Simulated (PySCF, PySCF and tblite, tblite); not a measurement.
# 1-fluorobutane (C₄H₉F): conformers and averaged spectra, part 1 of 3

Which conformers does 1-fluorobutane (C₄H₉F) (`CCCCF`) populate, and what do their averaged NMR parameters look like?

Programs: PySCF 2.14.0 with density-fitted response routines of our own, and tblite 0.8.0. All values are computed, except where a source is named. Atoms count from 0 throughout.

### Step 1. The molecule as given

14 atoms, charge 0, multiplicity 1; geometry from: MMFF94s geometry.

Bonds of the start (Å): C0–C1 1.51, C0–H5 1.10, C0–H6 1.10, C0–H7 1.10, C1–C2 1.54, C1–H8 1.11, C1–H9 1.08, C2–C3 1.51, C2–H10 1.09, C2–H11 1.10, C3–F4 1.34, C3–H12 1.11, C3–H13 1.10.

### Step 2. GFN2-xTB relaxation, conformer 1

Job settings and geometry (Å):

```
{"job": {"xc": "GFN2-xTB", "basis": "xTB", "kind": "relax"}, "charge": 0, "multiplicity": 1}
C     -1.924200     0.075400    -0.112300
C     -0.513500     0.544000     0.144600
C      0.511000    -0.575400    -0.125900
C      1.924400    -0.106400     0.130400
F      2.234100     0.901200    -0.700800
H     -2.199300    -0.774400     0.521600
H     -2.059000    -0.217800    -1.160500
H     -2.632600     0.892500     0.102600
H     -0.419100     0.858400     1.199900
H     -0.295100     1.410900    -0.468100
H      0.275800    -1.448000     0.490900
H      0.412400    -0.880400    -1.176800
H      2.045100     0.246700     1.174700
H      2.639200    -0.927200    -0.042500
```

On the command line:

```
$ OMP_NUM_THREADS=1 python ens_run.py task.json out
```

The driver reads the study from task.json and runs its stages one after another.

Output:

```text
step      E/eV     max force
  0    -486.73321    1.322
  1    -486.77303    0.183
  2    -486.77572    0.161
  3    -486.77857    0.109
  4    -486.77936    0.096
  5    -486.78028    0.064
  6    -486.78063    0.066
  7    -486.78088    0.042
  8    -486.78102    0.030
  9    -486.78102    0.030
 10    -486.78107    0.026
 11    -486.78117    0.016
 12    -486.78121    0.016
 13    -486.78129    0.019
 14    -486.78132    0.014
 15    -486.78136    0.014
 16    -486.78139    0.013
 17    -486.78143    0.012
 18    -486.78146    0.014
 19    -486.78148    0.014
 20    -486.78150    0.013
 21    -486.78152    0.013
 22    -486.78156    0.014
 23    -486.78159    0.015
 24    -486.78163    0.014
 25    -486.78167    0.014
 26    -486.78170    0.016
 27    -486.78174    0.016
 28    -486.78178    0.017
 29    -486.78182    0.015
 30    -486.78184    0.014
 31    -486.78186    0.014
 32    -486.78188    0.014
 33    -486.78191    0.012
 34    -486.78193    0.010
 35    -486.78194    0.007
 36    -486.78195    0.006
 37    -486.78195    0.006
 38    -486.78196    0.005
 39    -486.78196    0.005
 40    -486.78197    0.005
 41    -486.78197    0.005
 42    -486.78198    0.005
 43    -486.78198    0.005
 44    -486.78198    0.006
 45    -486.78198    0.006
 46    -486.78199    0.006
 47    -486.78199    0.006
 48    -486.78200    0.005
 49    -486.78200    0.005
 50    -486.78201    0.006
 51    -486.78201    0.006
 52    -486.78202    0.007
 53    -486.78203    0.007
 54    -486.78203    0.006
 55    -486.78204    0.005
 56    -486.78204    0.004
```

Run time: 0.14 s. Hardware: 1 thread of AMD EPYC 9R45, shared host.

Relaxing gained 0.049 eV and moved the atoms by 0.03 Å on average (rms).

**GFN2-xTB relaxation, conformer 2**

Job settings and geometry (Å):

```
{"job": {"xc": "GFN2-xTB", "basis": "xTB", "kind": "relax"}, "charge": 0, "multiplicity": 1}
C     -1.904500     0.144200    -0.339300
C     -0.434500     0.057600    -0.667000
C      0.418800    -0.054100     0.615900
C      1.891300    -0.137100     0.291200
F      2.576700    -0.235700     1.478300
H     -2.500500     0.219800    -1.264800
H     -2.127700     1.034400     0.266300
H     -2.247500    -0.733300     0.212800
H     -0.123600     0.933600    -1.230600
H     -0.257300    -0.823600    -1.288500
H      0.231100     0.817000     1.255700
H      0.106600    -0.932200     1.198300
H      2.117700    -1.032500    -0.284000
H      2.252800     0.741400    -0.235000
```

Output:

```text
step      E/eV     max force
  0    -486.74777    0.888
  1    -486.77221    0.244
  2    -486.77556    0.175
  3    -486.77771    0.114
  4    -486.77898    0.091
  5    -486.77988    0.073
  6    -486.78032    0.052
  7    -486.78056    0.042
  8    -486.78069    0.029
  9    -486.78069    0.029
 10    -486.78073    0.020
 11    -486.78078    0.014
 12    -486.78080    0.013
 13    -486.78082    0.010
 14    -486.78083    0.008
 15    -486.78084    0.008
 16    -486.78085    0.007
 17    -486.78086    0.007
 18    -486.78086    0.006
 19    -486.78087    0.006
 20    -486.78088    0.009
 21    -486.78088    0.008
 22    -486.78089    0.008
 23    -486.78090    0.007
 24    -486.78090    0.006
 25    -486.78091    0.005
 26    -486.78091    0.005
 27    -486.78091    0.005
 28    -486.78092    0.004
```

Wall time 0.07 s (1 thread of AMD EPYC 9R45, shared host).

The energy fell by 0.033 eV, and the atoms moved 0.02 Å (root mean square).

**GFN2-xTB relaxation, conformer 3**

Job settings and geometry (Å):

```
{"job": {"xc": "GFN2-xTB", "basis": "xTB", "kind": "relax"}, "charge": 0, "multiplicity": 1}
C      1.546600     0.368300     0.508700
C      0.651500     0.317300    -0.738100
C     -0.552400    -0.597400    -0.560700
C     -1.552200    -0.094600     0.469000
F     -2.627800    -0.938100     0.484800
H      1.013600     0.840400     1.347300
H      2.437100     0.964900     0.299500
H      1.860600    -0.626600     0.818700
H      1.261900    -0.062300    -1.565900
H      0.329800     1.325000    -0.989800
H     -1.083500    -0.676200    -1.528600
H     -0.248800    -1.615500    -0.308000
H     -1.132300    -0.110800     1.494800
H     -1.904600     0.905200     0.246200
```

Output:

```text
step      E/eV     max force
  0    -486.73834    0.860
  1    -486.75839    0.166
  2    -486.76048    0.124
  3    -486.76258    0.087
  4    -486.76330    0.068
  5    -486.76414    0.061
  6    -486.76440    0.052
  7    -486.76458    0.032
  8    -486.76458    0.032
  9    -486.76464    0.030
 10    -486.76479    0.023
 11    -486.76486    0.025
 12    -486.76498    0.024
 13    -486.76506    0.026
 14    -486.76516    0.025
 15    -486.76528    0.026
 16    -486.76540    0.023
 17    -486.76548    0.019
 18    -486.76554    0.020
 19    -486.76560    0.020
 20    -486.76566    0.021
 21    -486.76571    0.017
 22    -486.76573    0.014
 23    -486.76576    0.014
 24    -486.76578    0.012
 25    -486.76579    0.010
 26    -486.76580    0.007
 27    -486.76581    0.006
 28    -486.76582    0.008
 29    -486.76583    0.009
 30    -486.76584    0.007
 31    -486.76585    0.009
 32    -486.76586    0.010
 33    -486.76588    0.012
 34    -486.76589    0.009
 35    -486.76591    0.009
 36    -486.76592    0.011
 37    -486.76594    0.010
 38    -486.76595    0.010
 39    -486.76597    0.009
 40    -486.76598    0.007
 41    -486.76598    0.007
 42    -486.76599    0.005
 43    -486.76599    0.004
 44    -486.76599    0.004
```

It took 0.12 s on 1 thread of AMD EPYC 9R45, shared host.

Gain 0.028 eV; displacement 0.03 Å root mean square.

### Step 3. GFN2-xTB relaxation, conformer 4

Job settings and geometry (Å):

```
{"job": {"xc": "GFN2-xTB", "basis": "xTB", "kind": "relax"}, "charge": 0, "multiplicity": 1}
C      1.612500    -0.390300    -0.029200
C      0.559500     0.459600     0.685000
C     -0.671500     0.737300    -0.143800
C     -1.497100    -0.492600    -0.477700
F     -1.892900    -1.091400     0.697300
H      1.229900    -1.399000    -0.227600
H      2.506900    -0.474900     0.581300
H      1.893200     0.074800    -0.977200
H      1.028200     1.408600     0.972600
H      0.275300    -0.042000     1.634200
H     -1.318400     1.433400     0.414600
H     -0.398600     1.240700    -1.076100
H     -2.401200    -0.232000    -1.021200
H     -0.926500    -1.232600    -1.054300
```

Output:

```text
step      E/eV     max force
  0    -486.72343    1.057
  1    -486.74336    0.169
  2    -486.74543    0.145
  3    -486.74807    0.091
  4    -486.74881    0.071
  5    -486.74978    0.053
  6    -486.75006    0.048
  7    -486.75034    0.038
  8    -486.75034    0.038
  9    -486.75045    0.031
 10    -486.75067    0.024
 11    -486.75075    0.027
 12    -486.75093    0.030
 13    -486.75101    0.028
 14    -486.75111    0.025
 15    -486.75122    0.027
 16    -486.75134    0.023
 17    -486.75143    0.024
 18    -486.75149    0.026
 19    -486.75157    0.027
 20    -486.75168    0.028
 21    -486.75185    0.036
 22    -486.75203    0.040
 23    -486.75222    0.037
 24    -486.75240    0.034
 25    -486.75258    0.033
 26    -486.75272    0.025
 27    -486.75281    0.024
 28    -486.75287    0.021
 29    -486.75295    0.025
 30    -486.75304    0.031
 31    -486.75316    0.034
 32    -486.75329    0.043
 33    -486.75347    0.047
 34    -486.75371    0.043
 35    -486.75397    0.044
 36    -486.75419    0.040
 37    -486.75436    0.035
 38    -486.75449    0.029
 39    -486.75462    0.028
 40    -486.75472    0.020
 41    -486.75477    0.017
 42    -486.75481    0.017
 43    -486.75485    0.017
 44    -486.75489    0.017
 45    -486.75492    0.014
 46    -486.75495    0.012
 47    -486.75497    0.014
 48    -486.75499    0.014
 49    -486.75502    0.017
 50    -486.75505    0.017
 51    -486.75508    0.017
 52    -486.75513    0.019
 53    -486.75519    0.022
 54    -486.75525    0.020
 55    -486.75530    0.021
 56    -486.75534    0.019
 57    -486.75539    0.016
 58    -486.75544    0.017
 59    -486.75548    0.019
 60    -486.75552    0.021
 61    -486.75558    0.028
 62    -486.75566    0.029
 63    -486.75574    0.025
 64    -486.75579    0.020
 65    -486.75584    0.019
 66    -486.75590    0.025
 67    -486.75596    0.023
 68    -486.75601    0.018
 69    -486.75603    0.015
 70    -486.75605    0.013
 71    -486.75606    0.016
 72    -486.75608    0.009
 73    -486.75609    0.006
 74    -486.75609    0.004
 75    -486.75609    0.004
 76    -486.75609    0.004
```

Wall time 0.15 s (1 thread of AMD EPYC 9R45, shared host).

The energy fell by 0.033 eV, and the atoms moved 0.12 Å (root mean square).

GFN2-xTB relaxation, conformer 5:

Job settings and geometry (Å):

```
{"job": {"xc": "GFN2-xTB", "basis": "xTB", "kind": "relax"}, "charge": 0, "multiplicity": 1}
C     -1.562900     0.435400     0.130300
C     -0.664500    -0.609600    -0.489000
C      0.719800    -0.720400     0.198600
C      1.566800     0.536200     0.028700
F      1.053800     1.534300     0.797800
H     -1.199100     1.448000    -0.052500
H     -1.673600     0.295700     1.207300
H     -2.562700     0.379700    -0.311500
H     -0.528400    -0.412500    -1.547700
H     -1.159600    -1.590400    -0.396900
H      0.570700    -0.932100     1.259900
H      1.241500    -1.570300    -0.242300
H      2.580400     0.342400     0.400700
H      1.617100     0.863200    -1.005700
```

Output:

```text
step      E/eV     max force
  0    -486.70152    0.898
  1    -486.72678    0.276
  2    -486.73142    0.201
  3    -486.73496    0.144
  4    -486.73629    0.099
  5    -486.73733    0.074
  6    -486.73802    0.087
  7    -486.73882    0.086
  8    -486.73954    0.078
  9    -486.74012    0.057
 10    -486.74052    0.058
 11    -486.74084    0.054
 12    -486.74108    0.039
 13    -486.74108    0.039
 14    -486.74119    0.033
 15    -486.74138    0.036
 16    -486.74149    0.036
 17    -486.74181    0.040
 18    -486.74208    0.046
 19    -486.74237    0.041
 20    -486.74263    0.045
 21    -486.74293    0.048
 22    -486.74324    0.049
 23    -486.74354    0.053
 24    -486.74383    0.056
 25    -486.74416    0.052
 26    -486.74452    0.053
 27    -486.74486    0.049
 28    -486.74513    0.036
 29    -486.74533    0.036
 30    -486.74551    0.036
 31    -486.74567    0.041
 32    -486.74579    0.033
 33    -486.74587    0.021
 34    -486.74593    0.019
 35    -486.74598    0.019
 36    -486.74602    0.017
 37    -486.74605    0.016
 38    -486.74611    0.022
 39    -486.74618    0.025
 40    -486.74627    0.026
 41    -486.74634    0.022
 42    -486.74640    0.017
 43    -486.74646    0.020
 44    -486.74652    0.018
 45    -486.74656    0.016
 46    -486.74659    0.017
 47    -486.74662    0.015
 48    -486.74664    0.010
 49    -486.74666    0.011
 50    -486.74667    0.010
 51    -486.74669    0.011
 52    -486.74671    0.012
 53    -486.74673    0.010
 54    -486.74674    0.008
 55    -486.74675    0.008
 56    -486.74676    0.007
 57    -486.74677    0.005
 58    -486.74677    0.005
 59    -486.74677    0.004
 60    -486.74678    0.004
```

Run time: 0.12 s. Hardware: 1 thread of AMD EPYC 9R45, shared host.

Relaxing gained 0.045 eV and moved the atoms by 0.08 Å on average (rms).

### Step 4. DFT optimisation, conformer 1: PBE0-D3(BJ)/def2-SVP

Job settings and geometry (Å):

```
{"job": {"kind": "geom", "xc": "PBE0", "basis": "def2-SVP", "d3": "d3bj", "grid": 1, "maxiter": 40}, "charge": 0, "multiplicity": 1}
C     -1.944522     0.081971    -0.114309
C     -0.518026     0.534531     0.167879
C      0.494971    -0.569661    -0.130501
C      1.923326    -0.118247     0.134607
F      2.285302     0.878881    -0.741194
H     -2.201087    -0.778203     0.500636
H     -2.057537    -0.197848    -1.159234
H     -2.647863     0.881628     0.104149
H     -0.430149     0.828910     1.216441
H     -0.281676     1.406195    -0.445123
H      0.293171    -1.442592     0.493129
H      0.410846    -0.869952    -1.176922
H      2.034022     0.298250     1.141461
H      2.638544    -0.934336    -0.013186
```

Output:

```text
step   0  E = -257.21052276  max force = 0.018416
step   1  E = -257.21215763  max force = 0.002578
step   2  E = -257.21219277  max force = 0.000456
step   3  E = -257.21219414  max force = 0.000183
optimisation converged
```

Run time: 10 s. Hardware: 1 thread of AMD EPYC 9R45, shared host; peak memory 0.49 GiB.

Gain 0.045 eV; displacement 0.04 Å root mean square.

### Step 5. DFT optimisation, conformer 2: PBE0-D3(BJ)/def2-SVP

Job settings and geometry (Å):

```
{"job": {"kind": "geom", "xc": "PBE0", "basis": "def2-SVP", "d3": "d3bj", "grid": 1, "maxiter": 40}, "charge": 0, "multiplicity": 1}
C     -1.920314     0.148922    -0.343923
C     -0.432251     0.052355    -0.656989
C      0.400913    -0.050023     0.617609
C      1.885968    -0.144614     0.302911
F      2.617525    -0.235141     1.463872
H     -2.499411     0.219400    -1.261260
H     -2.126212     1.029042     0.260888
H     -2.252125    -0.729066     0.205440
H     -0.121291     0.933699    -1.222508
H     -0.247316    -0.824360    -1.281966
H      0.228488     0.826193     1.246154
H      0.103445    -0.933332     1.186582
H      2.118005    -1.040013    -0.283639
H      2.243900     0.746465    -0.223850
```

Output:

```text
step   0  E = -257.20978018  max force = 0.016839
step   1  E = -257.21124401  max force = 0.003216
step   2  E = -257.21127604  max force = 0.000695
step   3  E = -257.21127758  max force = 0.000235
optimisation converged
```

Wall time 9.3 s (1 thread of AMD EPYC 9R45, shared host); peak memory 0.49 GiB.

Relaxing gained 0.041 eV and moved the atoms by 0.02 Å on average (rms).

### Step 6. DFT optimisation, conformer 3: PBE0-D3(BJ)/def2-SVP

Job settings and geometry (Å):

```
{"job": {"kind": "geom", "xc": "PBE0", "basis": "def2-SVP", "d3": "d3bj", "grid": 1, "maxiter": 40}, "charge": 0, "multiplicity": 1}
C      1.541755     0.374188     0.507261
C      0.653701     0.317376    -0.730714
C     -0.548540    -0.610629    -0.565517
C     -1.541470    -0.102630     0.470084
F     -2.665411    -0.896456     0.474045
H      1.022065     0.835071     1.343075
H      2.434741     0.959368     0.301203
H      1.850186    -0.626596     0.800787
H      1.246941    -0.040110    -1.574733
H      0.304370     1.323059    -0.975007
H     -1.072972    -0.699323    -1.519568
H     -0.211371    -1.607900    -0.275790
H     -1.136758    -0.139319     1.485585
H     -1.877915     0.913428     0.237122
```

Output:

```text
step   0  E = -257.20877638  max force = 0.014687
step   1  E = -257.21026754  max force = 0.002873
step   2  E = -257.21030110  max force = 0.000681
step   3  E = -257.21030265  max force = 0.000194
optimisation converged
```

Run time: 9.8 s. Hardware: 1 thread of AMD EPYC 9R45, shared host; peak memory 0.49 GiB.

The energy fell by 0.042 eV, and the atoms moved 0.03 Å (root mean square).

### Step 7. DFT optimisation, conformer 4: PBE0-D3(BJ)/def2-SVP

Job settings and geometry (Å):

```
{"job": {"kind": "geom", "xc": "PBE0", "basis": "def2-SVP", "d3": "d3bj", "grid": 1, "maxiter": 40}, "charge": 0, "multiplicity": 1}
C      1.642563    -0.343462    -0.066441
C      0.568725     0.422733     0.697051
C     -0.665974     0.731248    -0.152691
C     -1.522329    -0.497309    -0.423832
F     -2.077964    -0.962792     0.745821
H      1.284255    -1.320741    -0.379745
H      2.515301    -0.493278     0.564519
H      1.950481     0.210359    -0.951207
H      0.991122     1.366010     1.049310
H      0.259915    -0.150354     1.573111
H     -1.285172     1.465969     0.366103
H     -0.364041     1.154913    -1.112108
H     -2.358094    -0.260453    -1.090688
H     -0.939467    -1.323316    -0.841369
```

Output:

```text
step   0  E = -257.20991544  max force = 0.016446
step   1  E = -257.21150486  max force = 0.002486
step   2  E = -257.21155521  max force = 0.000339
step   3  E = -257.21158291  max force = 0.000805
step   4  E = -257.21162424  max force = 0.001993
step   5  E = -257.21164803  max force = 0.001787
step   6  E = -257.21167244  max force = 0.000512
step   7  E = -257.21168060  max force = 0.000273
optimisation converged
```

It took 19 s on 1 thread of AMD EPYC 9R45, shared host; peak memory 0.5 GiB.

Relaxing gained 0.048 eV and moved the atoms by 0.16 Å on average (rms).

### Step 8. DFT optimisation, conformer 5: PBE0-D3(BJ)/def2-SVP

Job settings and geometry (Å):

```
{"job": {"kind": "geom", "xc": "PBE0", "basis": "def2-SVP", "d3": "d3bj", "grid": 1, "maxiter": 40}, "charge": 0, "multiplicity": 1}
C     -1.582055     0.426060     0.120009
C     -0.662822    -0.629249    -0.482966
C      0.694569    -0.710515     0.217936
C      1.564278     0.524851     0.022405
F      1.171149     1.555357     0.843847
H     -1.148767     1.417999     0.031109
H     -1.751133     0.223114     1.175147
H     -2.543090     0.424481    -0.389542
H     -0.505868    -0.416618    -1.543450
H     -1.145234    -1.606929    -0.411062
H      0.546800    -0.861399     1.289083
H      1.248291    -1.566528    -0.172733
H      2.607674     0.315531     0.281554
H      1.505529     0.903372    -1.003502
```

Output:

```text
step   0  E = -257.20952117  max force = 0.013318
step   1  E = -257.21133059  max force = 0.003589
step   2  E = -257.21138555  max force = 0.000663
step   3  E = -257.21140545  max force = 0.000503
step   4  E = -257.21144928  max force = 0.002120
step   5  E = -257.21147255  max force = 0.001651
step   6  E = -257.21148710  max force = 0.000381
optimisation converged
```

Wall time 18 s (1 thread of AMD EPYC 9R45, shared host); peak memory 0.5 GiB.

The energy fell by 0.053 eV, and the atoms moved 0.10 Å (root mean square).

(Continued in part 2 of 3.)
